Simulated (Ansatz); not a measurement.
A calculation with Ansatz (development build ahead of 0.2.0).

```yaml
crystal:
  periodic: [false, false, false]
  atoms:
    - { symbol: Si, position_ang: [0.00065, -0.00147, 0.04997] }
    - { symbol: H, position_ang: [0.86083, 0.85412, 0.91125] }
    - { symbol: H, position_ang: [0.87413, -0.87723, -0.90785] }
    - { symbol: H, position_ang: [-0.89228, 0.83174, -0.88771] }
    - { symbol: H, position_ang: [-0.85795, -0.89456, 0.8995] }
basis:
  gaussian: { orbitals: aug-cc-pVDZ }
hamiltonian:
  xc: hf
correlation:
  method: mp2
  frozen_orbitals: { H: 0, Si: 5 }
```

The input is written out in the form of the current development build from the run's settings.

Results

- Converged: yes
- Reference energy: -291.23979 hartree
- Correlation energy: -0.12206 hartree
- Total energy: -291.36186 hartree
- Spin squared of the determinant: 0.000
